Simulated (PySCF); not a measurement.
# PH3: NMR shieldings

Aim: compute the NMR shieldings of PH3 (`P`).

Programs: PySCF 2.14.0, with routines of our own; each step states its level. All values are computed. Atoms count from 0.

## Step 1: The starting structure

4 atoms, charge 0, multiplicity 1; geometry from: GFN2-xTB.

## Step 2: NMR shieldings: PBE0/x2c-SVPall-2c, spin–orbit

Job settings and geometry (Å):

```
{"job": {"xc": "PBE0", "basis": "x2c-SVPall-2c", "rel": "so", "kind": "hnmr"}, "charge": 0, "multiplicity": 1}
P     -0.001477     0.003466     0.570380
H     -0.558658     1.008622    -0.205648
H      1.158342    -0.016325    -0.189555
H     -0.587973    -0.990990    -0.198030
```

Level: PBE0/x2c-SVPall-2c GIAO NMR shielding, X2C with spin-orbit coupling, screened-nuclear two-electron part, Gaussian nuclei, gas phase.

Started as:

```
> OMP_NUM_THREADS=1 python heavy_run.py task.json out
```

One launch serves the whole session: the jobs run in the order shown.

What it wrote:

```text
spin-free SCF
coarse grid: 3488 points
cycle   1  E = -343.6638462363  dE = -1.440e-01  |g| = 7.606e-02  |ddm| = 1.513e+00
cycle   2  E = -343.6652002210  dE = -1.354e-03  |g| = 6.128e-02  |ddm| = 3.124e-01
cycle   3  E = -343.6663635957  dE = -1.163e-03  |g| = 6.241e-03  |ddm| = 1.110e-01
cycle   4  E = -343.6663662847  dE = -2.689e-06  |g| = 6.560e-04  |ddm| = 4.546e-03
final grid: 28048 points
cycle   5  E = -343.7069744036  dE = -4.653e-06  |g| = 2.677e-03  |ddm| = 1.441e-02
cycle   6  E = -343.7069747928  dE = -3.892e-07  |g| = 1.695e-03  |ddm| = 5.203e-03
cycle   7  E = -343.7069752869  dE = -4.941e-07  |g| = 1.175e-04  |ddm| = 2.488e-03
cycle   8  E = -343.7069752920  dE = -5.107e-09  |g| = 1.159e-05  |ddm| = 2.347e-04
converged SCF energy = -343.7069752920
two-component SCF
cycle   1  E = -343.7067876607  dE = -3.437e+02  |FDS-SDF| = 6.547e-02
cycle   2  E = -343.7070177074  dE = -2.300e-04  |FDS-SDF| = 3.906e-03
cycle   3  E = -343.7070191714  dE = -1.464e-06  |FDS-SDF| = 1.722e-04
cycle   4  E = -343.7070192065  dE = -3.518e-08  |FDS-SDF| = 2.866e-05
cycle   5  E = -343.7070192077  dE = -1.189e-09  |FDS-SDF| = 4.899e-06
converged, E = -343.7070192077

Field gradients (au) and densities at the nuclei (bohr^-3)
atom        Vxx        Vyy        Vzz        centre      nuclear mean
  0 P      0.6195     0.6199    -1.2394       2050.174       2050.155
  1 H     -0.1011    -0.1161     0.2171          0.353          0.353
  2 H     -0.1010    -0.1160     0.2171          0.353          0.353
  3 H     -0.1010    -0.1160     0.2170          0.353          0.353

Core orbital energies (eV)
atom   shell        mean    spread
  0 P  1s        -2104.758   0.000
  0 P  2s         -180.273   0.000
  0 P  3s          -18.269   0.000
  0 P  2p1/2      -129.227   0.000
  0 P  2p3/2      -128.327   0.075

Shielding tensors (ppm)
atom      isotropic    diamagn.    paramagn.     s11        s22        s33       span
  0 P       587.70      953.35     -365.65     542.84     610.11     610.15      67.32
  1 H        30.66       30.15        0.51      26.21      27.59      38.19      11.98
  2 H        30.66       30.15        0.51      26.21      27.59      38.19      11.98
  3 H        30.66       30.15        0.51      26.21      27.59      38.18      11.98
```

Run time: 2 s. Hardware: 1 thread of Arm Neoverse V1, shared host; peak memory 0.28 GiB.

In short:

| quantity | value |
| --- | --- |
| energy from spin-orbit coupling | 0.0000 Eh |

## Step 3: NMR shieldings: PBE0/x2c-SVPall-2c, spin-free

Job settings and geometry (Å):

```
{"job": {"xc": "PBE0", "basis": "x2c-SVPall-2c", "rel": "sf", "kind": "hnmr"}, "charge": 0, "multiplicity": 1}
P     -0.001477     0.003466     0.570380
H     -0.558658     1.008622    -0.205648
H      1.158342    -0.016325    -0.189555
H     -0.587973    -0.990990    -0.198030
```

Level: PBE0/x2c-SVPall-2c GIAO NMR shielding, spin-free X2C, Gaussian nuclei, gas phase.

What it wrote:

```text
spin-free SCF
coarse grid: 3488 points
cycle   1  E = -343.6638462363  dE = -1.440e-01  |g| = 7.606e-02  |ddm| = 1.513e+00
cycle   2  E = -343.6652002210  dE = -1.354e-03  |g| = 6.128e-02  |ddm| = 3.124e-01
cycle   3  E = -343.6663635957  dE = -1.163e-03  |g| = 6.241e-03  |ddm| = 1.110e-01
cycle   4  E = -343.6663662847  dE = -2.689e-06  |g| = 6.560e-04  |ddm| = 4.546e-03
final grid: 28048 points
cycle   5  E = -343.7069744036  dE = -4.653e-06  |g| = 2.677e-03  |ddm| = 1.441e-02
cycle   6  E = -343.7069747928  dE = -3.892e-07  |g| = 1.695e-03  |ddm| = 5.203e-03
cycle   7  E = -343.7069752869  dE = -4.941e-07  |g| = 1.175e-04  |ddm| = 2.488e-03
cycle   8  E = -343.7069752920  dE = -5.107e-09  |g| = 1.159e-05  |ddm| = 2.347e-04
converged SCF energy = -343.7069752920
check of the scalar solution
cycle   1  E = -343.7069752920  dE = -3.437e+02  |FDS-SDF| = 1.159e-05
cycle   2  E = -343.7069752920  dE = -3.331e-11  |FDS-SDF| = 6.997e-06
converged, E = -343.7069752920

Field gradients (au) and densities at the nuclei (bohr^-3)
atom        Vxx        Vyy        Vzz        centre      nuclear mean
  0 P      0.6195     0.6199    -1.2394       2050.176       2050.157
  1 H     -0.1011    -0.1161     0.2171          0.353          0.353
  2 H     -0.1010    -0.1160     0.2171          0.353          0.353
  3 H     -0.1010    -0.1160     0.2170          0.353          0.353

Core orbital energies (eV)
atom   shell        mean    spread
  0 P  1s        -2104.757   0.000
  0 P  2s         -180.272   0.000
  0 P  3s          -18.269   0.000
  0 P  2p         -128.626   0.108

Shielding tensors (ppm)
atom      isotropic    diamagn.    paramagn.     s11        s22        s33       span
  0 P       599.06      966.11     -367.05     552.43     622.35     622.40      69.97
  1 H        30.46       30.17        0.29      26.06      27.13      38.20      12.13
  2 H        30.46       30.17        0.30      26.06      27.13      38.20      12.13
  3 H        30.46       30.16        0.29      26.06      27.13      38.19      12.13
```

Run time: 0.87 s. Hardware: 1 thread of Arm Neoverse V1, shared host; peak memory 0.28 GiB.

## Step 4: NMR shieldings: PBE0/x2c-SVPall-2c in water, spin–orbit

Job settings and geometry (Å):

```
{"job": {"xc": "PBE0", "basis": "x2c-SVPall-2c", "rel": "so", "solvent": "water", "kind": "hnmr"}, "charge": 0, "multiplicity": 1}
P     -0.001477     0.003466     0.570380
H     -0.558658     1.008622    -0.205648
H      1.158342    -0.016325    -0.189555
H     -0.587973    -0.990990    -0.198030
```

With the program's defaults for keys left out, this is: PBE0/x2c-SVPall-2c GIAO NMR shielding, X2C with spin-orbit coupling, screened-nuclear two-electron part, Gaussian nuclei, IEF-PCM water.

What it wrote:

```text
spin-free SCF
coarse grid: 3488 points
cycle   1  E = -343.6663299242  dE = -1.462e-01  |g| = 6.905e-02  |ddm| = 1.514e+00
cycle   2  E = -343.6676444977  dE = -1.315e-03  |g| = 4.838e-02  |ddm| = 2.741e-01
cycle   3  E = -343.6683166978  dE = -6.722e-04  |g| = 6.181e-03  |ddm| = 9.094e-02
cycle   4  E = -343.6683197274  dE = -3.030e-06  |g| = 5.997e-04  |ddm| = 5.459e-03
final grid: 28048 points
cycle   5  E = -343.7089158015  dE = -4.338e-06  |g| = 2.506e-03  |ddm| = 1.344e-02
cycle   6  E = -343.7089161996  dE = -3.981e-07  |g| = 1.500e-03  |ddm| = 4.555e-03
cycle   7  E = -343.7089165416  dE = -3.421e-07  |g| = 7.494e-05  |ddm| = 2.113e-03
cycle   8  E = -343.7089165437  dE = -2.124e-09  |g| = 1.306e-05  |ddm| = 1.787e-04
converged SCF energy = -343.7089165437
two-component SCF
cycle   1  E = -343.7087288606  dE = -3.437e+02  |FDS-SDF| = 6.548e-02
cycle   2  E = -343.7089588860  dE = -2.300e-04  |FDS-SDF| = 3.904e-03
cycle   3  E = -343.7089603324  dE = -1.446e-06  |FDS-SDF| = 1.685e-04
cycle   4  E = -343.7089603654  dE = -3.300e-08  |FDS-SDF| = 2.732e-05
cycle   5  E = -343.7089603665  dE = -1.074e-09  |FDS-SDF| = 4.060e-06
converged, E = -343.7089603665

Field gradients (au) and densities at the nuclei (bohr^-3)
atom        Vxx        Vyy        Vzz        centre      nuclear mean
  0 P      0.6003     0.6008    -1.2011       2050.080       2050.060
  1 H     -0.1006    -0.1154     0.2159          0.351          0.351
  2 H     -0.1006    -0.1154     0.2159          0.351          0.351
  3 H     -0.1005    -0.1153     0.2158          0.351          0.351

Core orbital energies (eV)
atom   shell        mean    spread
  0 P  1s        -2104.600   0.000
  0 P  2s         -180.120   0.000
  0 P  3s          -18.074   0.000
  0 P  2p1/2      -129.074   0.000
  0 P  2p3/2      -128.175   0.072

Shielding tensors (ppm)
atom      isotropic    diamagn.    paramagn.     s11        s22        s33       span
  0 P       590.17      953.81     -363.64     542.61     613.94     613.97      71.37
  1 H        30.46       30.10        0.36      25.96      27.25      38.18      12.22
  2 H        30.46       30.10        0.36      25.96      27.25      38.18      12.22
  3 H        30.46       30.10        0.36      25.96      27.25      38.18      12.22
```

Run time: 2 s. Hardware: 1 thread of Arm Neoverse V1, shared host; peak memory 0.28 GiB.

Key values:

| quantity | value |
| --- | --- |
| energy from spin-orbit coupling | 0.0000 Eh |

## Step 5: NMR shieldings: PBE0/x2c-SVPall-2c in water, spin-free

Job settings and geometry (Å):

```
{"job": {"xc": "PBE0", "basis": "x2c-SVPall-2c", "rel": "sf", "solvent": "water", "kind": "hnmr"}, "charge": 0, "multiplicity": 1}
P     -0.001477     0.003466     0.570380
H     -0.558658     1.008622    -0.205648
H      1.158342    -0.016325    -0.189555
H     -0.587973    -0.990990    -0.198030
```

With the program's defaults for keys left out, this is: PBE0/x2c-SVPall-2c GIAO NMR shielding, spin-free X2C, Gaussian nuclei, IEF-PCM water.

What it wrote:

```text
spin-free SCF
coarse grid: 3488 points
cycle   1  E = -343.6663299242  dE = -1.462e-01  |g| = 6.905e-02  |ddm| = 1.514e+00
cycle   2  E = -343.6676444977  dE = -1.315e-03  |g| = 4.838e-02  |ddm| = 2.741e-01
cycle   3  E = -343.6683166978  dE = -6.722e-04  |g| = 6.181e-03  |ddm| = 9.094e-02
cycle   4  E = -343.6683197274  dE = -3.030e-06  |g| = 5.997e-04  |ddm| = 5.459e-03
final grid: 28048 points
cycle   5  E = -343.7089158015  dE = -4.338e-06  |g| = 2.506e-03  |ddm| = 1.344e-02
cycle   6  E = -343.7089161996  dE = -3.981e-07  |g| = 1.500e-03  |ddm| = 4.555e-03
cycle   7  E = -343.7089165416  dE = -3.421e-07  |g| = 7.494e-05  |ddm| = 2.113e-03
cycle   8  E = -343.7089165437  dE = -2.124e-09  |g| = 1.306e-05  |ddm| = 1.787e-04
converged SCF energy = -343.7089165437
check of the scalar solution
cycle   1  E = -343.7089165437  dE = -3.437e+02  |FDS-SDF| = 1.306e-05
cycle   2  E = -343.7089165438  dE = -5.008e-11  |FDS-SDF| = 7.858e-06
converged, E = -343.7089165438

Field gradients (au) and densities at the nuclei (bohr^-3)
atom        Vxx        Vyy        Vzz        centre      nuclear mean
  0 P      0.6003     0.6008    -1.2011       2050.081       2050.062
  1 H     -0.1006    -0.1154     0.2159          0.351          0.351
  2 H     -0.1006    -0.1154     0.2159          0.351          0.351
  3 H     -0.1005    -0.1153     0.2158          0.351          0.351

Core orbital energies (eV)
atom   shell        mean    spread
  0 P  1s        -2104.599   0.000
  0 P  2s         -180.119   0.000
  0 P  3s          -18.074   0.000
  0 P  2p         -128.474   0.104

Shielding tensors (ppm)
atom      isotropic    diamagn.    paramagn.     s11        s22        s33       span
  0 P       601.55      966.56     -365.01     552.33     626.14     626.18      73.85
  1 H        30.26       30.12        0.15      25.81      26.79      38.19      12.38
  2 H        30.26       30.11        0.15      25.81      26.79      38.19      12.38
  3 H        30.26       30.11        0.15      25.80      26.79      38.19      12.38
```

Run time: 0.91 s. Hardware: 1 thread of Arm Neoverse V1, shared host; peak memory 0.28 GiB.

## Step 6: NMR shieldings: PBE0/x2c-SVPall-2c in dichloromethane, spin–orbit

Job settings and geometry (Å):

```
{"job": {"xc": "PBE0", "basis": "x2c-SVPall-2c", "rel": "so", "solvent": "dichloromethane", "kind": "hnmr"}, "charge": 0, "multiplicity": 1}
P     -0.001477     0.003466     0.570380
H     -0.558658     1.008622    -0.205648
H      1.158342    -0.016325    -0.189555
H     -0.587973    -0.990990    -0.198030
```

With the program's defaults for keys left out, this is: PBE0/x2c-SVPall-2c GIAO NMR shielding, X2C with spin-orbit coupling, screened-nuclear two-electron part, Gaussian nuclei, IEF-PCM dichloromethane.

What it wrote:

```text
spin-free SCF
coarse grid: 3488 points
cycle   1  E = -343.6659736561  dE = -1.458e-01  |g| = 6.961e-02  |ddm| = 1.514e+00
cycle   2  E = -343.6672843962  dE = -1.311e-03  |g| = 4.973e-02  |ddm| = 2.777e-01
cycle   3  E = -343.6679994739  dE = -7.151e-04  |g| = 6.124e-03  |ddm| = 9.321e-02
cycle   4  E = -343.6680022240  dE = -2.750e-06  |g| = 5.813e-04  |ddm| = 5.014e-03
final grid: 28048 points
cycle   5  E = -343.7086002687  dE = -4.446e-06  |g| = 2.542e-03  |ddm| = 1.369e-02
cycle   6  E = -343.7086006756  dE = -4.069e-07  |g| = 1.533e-03  |ddm| = 4.676e-03
cycle   7  E = -343.7086010396  dE = -3.640e-07  |g| = 7.851e-05  |ddm| = 2.174e-03
cycle   8  E = -343.7086010419  dE = -2.301e-09  |g| = 1.281e-05  |ddm| = 1.844e-04
converged SCF energy = -343.7086010419
two-component SCF
cycle   1  E = -343.7084133674  dE = -3.437e+02  |FDS-SDF| = 6.548e-02
cycle   2  E = -343.7086433963  dE = -2.300e-04  |FDS-SDF| = 3.905e-03
cycle   3  E = -343.7086448456  dE = -1.449e-06  |FDS-SDF| = 1.691e-04
cycle   4  E = -343.7086448790  dE = -3.336e-08  |FDS-SDF| = 2.750e-05
cycle   5  E = -343.7086448801  dE = -1.091e-09  |FDS-SDF| = 4.068e-06
converged, E = -343.7086448801

Field gradients (au) and densities at the nuclei (bohr^-3)
atom        Vxx        Vyy        Vzz        centre      nuclear mean
  0 P      0.6036     0.6040    -1.2077       2050.095       2050.076
  1 H     -0.1006    -0.1155     0.2161          0.351          0.351
  2 H     -0.1006    -0.1155     0.2161          0.351          0.351
  3 H     -0.1006    -0.1154     0.2160          0.351          0.351

Core orbital energies (eV)
atom   shell        mean    spread
  0 P  1s        -2104.616   0.000
  0 P  2s         -180.135   0.000
  0 P  3s          -18.096   0.000
  0 P  2p1/2      -129.089   0.000
  0 P  2p3/2      -128.189   0.073

Shielding tensors (ppm)
atom      isotropic    diamagn.    paramagn.     s11        s22        s33       span
  0 P       589.77      953.74     -363.97     542.64     613.31     613.35      70.71
  1 H        30.50       30.11        0.39      26.00      27.31      38.18      12.18
  2 H        30.50       30.11        0.39      26.00      27.31      38.18      12.18
  3 H        30.50       30.11        0.39      26.00      27.31      38.18      12.18
```

It took 2 s on 1 thread of Arm Neoverse V1, shared host; peak memory 0.28 GiB.

In short:

| quantity | value |
| --- | --- |
| energy from spin-orbit coupling | 0.0000 Eh |

## Step 7: NMR shieldings: PBE0/x2c-SVPall-2c in dichloromethane, spin-free

Job settings and geometry (Å):

```
{"job": {"xc": "PBE0", "basis": "x2c-SVPall-2c", "rel": "sf", "solvent": "dichloromethane", "kind": "hnmr"}, "charge": 0, "multiplicity": 1}
P     -0.001477     0.003466     0.570380
H     -0.558658     1.008622    -0.205648
H      1.158342    -0.016325    -0.189555
H     -0.587973    -0.990990    -0.198030
```

With the program's defaults for keys left out, this is: PBE0/x2c-SVPall-2c GIAO NMR shielding, spin-free X2C, Gaussian nuclei, IEF-PCM dichloromethane.

What it wrote:

```text
spin-free SCF
coarse grid: 3488 points
cycle   1  E = -343.6659736561  dE = -1.458e-01  |g| = 6.961e-02  |ddm| = 1.514e+00
cycle   2  E = -343.6672843962  dE = -1.311e-03  |g| = 4.973e-02  |ddm| = 2.777e-01
cycle   3  E = -343.6679994739  dE = -7.151e-04  |g| = 6.124e-03  |ddm| = 9.321e-02
cycle   4  E = -343.6680022240  dE = -2.750e-06  |g| = 5.813e-04  |ddm| = 5.014e-03
final grid: 28048 points
cycle   5  E = -343.7086002687  dE = -4.446e-06  |g| = 2.542e-03  |ddm| = 1.369e-02
cycle   6  E = -343.7086006756  dE = -4.069e-07  |g| = 1.533e-03  |ddm| = 4.676e-03
cycle   7  E = -343.7086010396  dE = -3.640e-07  |g| = 7.851e-05  |ddm| = 2.174e-03
cycle   8  E = -343.7086010419  dE = -2.301e-09  |g| = 1.281e-05  |ddm| = 1.844e-04
converged SCF energy = -343.7086010419
check of the scalar solution
cycle   1  E = -343.7086010419  dE = -3.437e+02  |FDS-SDF| = 1.281e-05
cycle   2  E = -343.7086010419  dE = -4.576e-11  |FDS-SDF| = 7.827e-06
converged, E = -343.7086010419

Field gradients (au) and densities at the nuclei (bohr^-3)
atom        Vxx        Vyy        Vzz        centre      nuclear mean
  0 P      0.6036     0.6041    -1.2077       2050.097       2050.078
  1 H     -0.1006    -0.1155     0.2161          0.351          0.351
  2 H     -0.1006    -0.1155     0.2161          0.351          0.351
  3 H     -0.1006    -0.1154     0.2160          0.351          0.351

Core orbital energies (eV)
atom   shell        mean    spread
  0 P  1s        -2104.615   0.000
  0 P  2s         -180.134   0.000
  0 P  3s          -18.096   0.000
  0 P  2p         -128.489   0.105

Shielding tensors (ppm)
atom      isotropic    diamagn.    paramagn.     s11        s22        s33       span
  0 P       601.14      966.49     -365.34     552.34     625.52     625.56      73.22
  1 H        30.30       30.13        0.17      25.85      26.85      38.19      12.34
  2 H        30.30       30.12        0.17      25.85      26.85      38.19      12.34
  3 H        30.29       30.12        0.17      25.85      26.85      38.19      12.34
```

It took 0.9 s on 1 thread of Arm Neoverse V1, shared host; peak memory 0.28 GiB.

## Step 8: Shieldings side by side

| run | P0 | H1 | H2 | H3 | time |
| --- | --- | --- | --- | --- | --- |
| step 2, PBE0/x2c-SVPall-2c, spin–orbit | 587.7 | 30.7 | 30.7 | 30.7 | 2 s |
| step 3, PBE0/x2c-SVPall-2c, spin-free | 599.1 | 30.5 | 30.5 | 30.5 | 0.87 s |
| step 4, PBE0/x2c-SVPall-2c in water, spin–orbit | 590.2 | 30.5 | 30.5 | 30.5 | 2 s |
| step 5, PBE0/x2c-SVPall-2c in water, spin-free | 601.5 | 30.3 | 30.3 | 30.3 | 0.91 s |
| step 6, PBE0/x2c-SVPall-2c in dichloromethane, spin–orbit | 589.8 | 30.5 | 30.5 | 30.5 | 2 s |
| step 7, PBE0/x2c-SVPall-2c in dichloromethane, spin-free | 601.1 | 30.3 | 30.3 | 30.3 | 0.9 s |

## Step 9: Outcome

```
                                                                                   quantity                                    value
                   energy from spin-orbit coupling (step 2, PBE0/x2c-SVPall-2c, spin–orbit)                                0.0000 Eh
                                        shieldings (step 2, PBE0/x2c-SVPall-2c, spin–orbit)  P0 587.7, H1 30.7, H2 30.7, H3 30.7 ppm
                                         shieldings (step 3, PBE0/x2c-SVPall-2c, spin-free)  P0 599.1, H1 30.5, H2 30.5, H3 30.5 ppm
          energy from spin-orbit coupling (step 4, PBE0/x2c-SVPall-2c in water, spin–orbit)                                0.0000 Eh
                               shieldings (step 4, PBE0/x2c-SVPall-2c in water, spin–orbit)  P0 590.2, H1 30.5, H2 30.5, H3 30.5 ppm
                                shieldings (step 5, PBE0/x2c-SVPall-2c in water, spin-free)  P0 601.5, H1 30.3, H2 30.3, H3 30.3 ppm
energy from spin-orbit coupling (step 6, PBE0/x2c-SVPall-2c in dichloromethane, spin–orbit)                                0.0000 Eh
                     shieldings (step 6, PBE0/x2c-SVPall-2c in dichloromethane, spin–orbit)  P0 589.8, H1 30.5, H2 30.5, H3 30.5 ppm
                      shieldings (step 7, PBE0/x2c-SVPall-2c in dichloromethane, spin-free)  P0 601.1, H1 30.3, H2 30.3, H3 30.3 ppm
```

**Reading.** In step 2, P0 has the widest tensor, 67 ppm. P0 moves most between the runs, by 14 ppm; the labels say what changes from run to run.
